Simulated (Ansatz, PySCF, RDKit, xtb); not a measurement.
# C2H6B+: a search for the lowest isomer

Given the formula C2H6B+ (charge +1) and nothing else, which arrangement of the atoms is the most stable in the gas at 298.15 K, and what are its properties?

Plan: many cheap relaxations first (GFN2-xTB), then density-functional screening, relaxation at PBE-D3(BJ)/def2-SVP, vibrations and a final energy. The numbers are computed, not measured.

7 further runs of the same task are left out: 7 set aside as unsound or not needed.

## 1. Possible bonding patterns

A program enumerates the bonding patterns with one Lewis structure each (two rings at most, one unusual centre or charged pair), with their diastereomers. O–O, O–halogen and N–halogen bonds and N–N–N chains are not drawn. That gives 7 candidates.

```tsv
label	SMILES	spin
c071	[CH2+]BC	singlet
c095	B[CH+]C	singlet
c163	[BH+]CC	singlet
c381	[CH2+][BH2-][CH2+]	singlet
c639	[BH3-][CH+][CH2+]	singlet
c736	C[B+]C	singlet
c994	BC[CH2+]	singlet
```

Candidates are built by distance geometry, with a force field where one applies, in up to four conformers (letters a to d). 1 start with atoms placed at random is added, to find patterns that the rules miss.

**Question.** With final energies at CCSD(T)/def2-TZVP, which structure will this search put lowest in free energy, and by what margin?

| quantity | value |
| --- | --- |
| lowest structure found | C[B+]C, singlet, D3d |
| next finalist | [BH+]CC, singlet, 32.4 kcal/mol higher in G |
| share at equilibrium, among the finalists | 100.0 % |
| harmonic wavenumbers, lowest and highest (PBE-D3(BJ)/def2-SVP) | 51 and 3029 cm⁻¹ |
| rotational constants, same geometry | 2.55, 0.2189 cm⁻¹ |
| HOMO energy (PBE0/def2-TZVPD) | -17.14 eV |
| LUMO energy (PBE0/def2-TZVPD) | -7.47 eV |
| HOMO–LUMO gap (PBE0/def2-TZVPD) | 9.67 eV |
| lowest excitation (TD-CAM-B3LYP/def2-SVPD) | 7.72 eV (f = 0.000) |
| lowest triplet excitation, same level, Tamm-Dancoff | 7.06 eV |
| vertical ionisation energy | 19.64 eV |
| vertical recombination energy (electron added) | 5.34 eV |
| vertical triplet less singlet | +6.91 eV |

The lowest structure found is `C[B+]C`. The margin of 32.4 kcal/mol over the next finalist is beyond the usual error of the last level; it says nothing of structures that weren't ranked. GFN2-xTB, HF/STO-3G, r2SCAN-D4/def2-SVP, PBE-D3(BJ)/def2-SVP, HF/def2-TZVP and MP2/def2-TZVP already put its bonding pattern lowest among the structures in one piece. The search is not exhaustive (a finite list of starts, one conformer a finalist), so a lower isomer can't be ruled out. Patterns outside the rules of the enumeration were met only by chance.
